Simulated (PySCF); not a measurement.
A geometry optimisation on `COC=C(Cl)Cl`.

Computed with PBE0-D3(BJ)/def2-SVP geometry optimisation, gas phase (PySCF 2.14.0). Start geometry: GFN2-xTB. The input is one job of a driver script: a line of settings, then coordinates in Å.

Input:
```
{"job": {"xc": "PBE0", "basis": "def2-SVP", "d3": "d3bj", "grid": 1, "kind": "geom"}, "charge": 0, "multiplicity": 1}
C     -1.508270     0.109925     0.225067
O     -0.616223    -0.988313     0.214112
C      0.695757    -0.803242     0.015286
C      1.433554     0.285896    -0.201444
Cl     3.143018     0.101464    -0.417022
Cl     0.919336     1.932843    -0.307150
H     -2.491880    -0.322118     0.402354
H     -1.506904     0.634920    -0.731615
H     -1.267931     0.810211     1.026932
H      1.208425    -1.756931     0.045269
```

Output:
```
step   0  E = -1111.35316301  max force = 0.018368
step   1  E = -1111.35385216  max force = 0.002957
step   2  E = -1111.35380256  max force = 0.002597
step   3  E = -1111.35385809  max force = 0.000904
step   4  E = -1111.35386811  max force = 0.000403
optimisation converged
```

Energies in Eh; «max force» is the largest Cartesian gradient component in Eh/bohr.

**Question.** At which steps does the energy rise by more than 1e-5 Eh?

**Answer.** At step 2 (+0.05 mEh).

**Question.** How much energy does the optimisation release, in eV?

**Answer.** E(step 0) − E(last step) = 0.000705 Eh, which is 0.019 eV.

In short: final energy -1111.35387 Eh after 4 steps; dipole 1.82 D.

Hardware: an Arm Neoverse V1 with one thread, on a shared host. Cost: 17 s, 0.51 GiB resident at most.
Labels such as C1 count atoms from 1, the log's own numbers from 0.
